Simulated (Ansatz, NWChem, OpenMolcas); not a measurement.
**A ladder of methods for SiH2F2 (SMILES F[SiH2]F)**

SiH2F2: 5 atoms, total charge 0, spin state singlet. SMILES: `F[SiH2]F`. Geometry: relaxed at PBE0-D4/def2-TZVP.

Each level gives the vertical electron affinity (to the doublet anion) (eV). The values are calculated.

The electron affinity is E(neutral) − E(anion): positive where the electron is bound.

```tsv
level	kind	program	value (eV)
HF/aug-cc-pVDZ	Hartree–Fock	NWChem	-1.18
revPBE/aug-cc-pVDZ	GGA	Ansatz	-0.67
BHLYP/aug-cc-pVDZ	global hybrid	OpenMolcas	-0.93
M06-2X/aug-cc-pVDZ	hybrid meta-GGA	OpenMolcas	-0.94
HSE06/aug-cc-pVDZ	range-separated hybrid	Ansatz	-0.73
wB97M-V/aug-cc-pVDZ	range-separated hybrid	Ansatz	-1.07
wB97X/aug-cc-pVDZ	range-separated hybrid	Ansatz	-1.12
BCCD(T)/aug-cc-pVDZ	coupled cluster or CI	Ansatz	-1.01
FCI/STO-3G	exact in the basis	Ansatz	-13.01
```

Where it was recorded, the anion's HOMO is positive in revPBE/aug-cc-pVDZ, BHLYP/aug-cc-pVDZ, M06-2X/aug-cc-pVDZ, HSE06/aug-cc-pVDZ, wB97M-V/aug-cc-pVDZ, wB97X/aug-cc-pVDZ: a fault of the level (basis or self-interaction), which says nothing on whether the real anion is bound. The values span -13.01 to -0.67 eV. High-level rows in very small sets aren't better than simpler rows in larger ones. Negative values mean that the anion is unbound at that level; they are set by how diffuse the basis is and aren't properties of the molecule, whose anion may well be bound.
